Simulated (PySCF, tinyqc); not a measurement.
Worked calculation: CISD on RHF in the sto-3g basis, frozen core, for OH-, spin multiplicity 1. The basis has no diffuse functions, so it cannot describe the extra electron: this is an exercise in the method, not the real anion. The lowest restricted solution is unstable here: a spin-polarised one lies 0.0120 hartree lower (PySCF). One step of it, computed by the program tinyqc.

Problem. CISD: roots. Diagonalise (each vector has its largest component positive (the first on a tie)); all determinants have Ms = 0, so triplets appear too. The lowest singlet root is the correlation energy.

Occupation strings over the orbitals (2 doubly, a alpha, b beta, 0 empty; spin orbitals ordered 1a 1b 2a 2b ...): 222220 2222ab 2a222b 2222ba 2b222a 222202 2a22b2 222022 220222 2b22a2 202222

H - E(HF) between determinants (hartree), lower triangle:
```
,222220,2222ab,2a222b,2222ba,2b222a,222202,2a22b2,222022,220222,2b22a2,202222
222220,0.000000
2222ab,0.000000,0.287847
2a222b,0.000000,0.013457,0.836773
2222ba,0.000000,-0.177717,0.003732,0.287847
2b222a,0.000000,0.003732,-0.130507,0.013457,0.836773
222202,0.177717,0.225883,0.054779,-0.225883,-0.054779,0.885958
2a22b2,0.003732,-0.054779,0.067995,0.031656,-0.068689,-0.069087,1.050645
222022,0.039095,-0.017693,-0.014634,0.017693,0.014634,0.012608,0.019336,0.249056
220222,0.039095,-0.017693,-0.014634,0.017693,0.014634,0.012608,0.019336,0.047444,0.249056
2b22a2,-0.003732,0.031656,-0.068689,-0.054779,0.067995,0.069087,-0.055767,-0.019336,-0.019336,1.050645
202222,0.130507,-0.068689,0.022465,0.068689,-0.022465,0.055767,0.027116,0.169620,0.169620,-0.027116,1.767858
```

Give: lowest roots of this matrix, relative to E(HF); lowest vectors; <S^2> of these roots; weight of the ground state by excitation level 0, 1, 2, ....

Solution.

lowest roots of this matrix, relative to E(HF) (hartree): -0.0523  0.1090  0.2016  0.2432  0.3122  0.7068  0.8225  0.9955

lowest vectors:
```
,root 1,root 2,root 3,root 4
222220,0.9619,0.0000,0.0000,-0.0169
2222ab,0.0844,0.7066,0.0000,0.2800
2a222b,0.0111,-0.0203,0.0000,0.0454
2222ba,-0.0844,0.7066,0.0000,-0.2800
2b222a,-0.0111,-0.0203,0.0000,-0.0454
222202,-0.2209,0.0000,0.0000,-0.2199
2a22b2,-0.0080,0.0184,0.0000,-0.0213
222022,-0.0685,0.0000,0.7071,0.6239
220222,-0.0685,0.0000,-0.7071,0.6239
2b22a2,0.0080,0.0184,0.0000,0.0213
202222,-0.0431,0.0000,0.0000,-0.1047
```

<S^2> of these roots: 0.0000  2.0000  0.0000  0.0000  0.0000  2.0000  0.0000  2.0000

weight of the ground state by excitation level 0, 1, 2, ...: 0.9253  0.0145  0.0602

With one virtual orbital singles and doubles already span the full space.
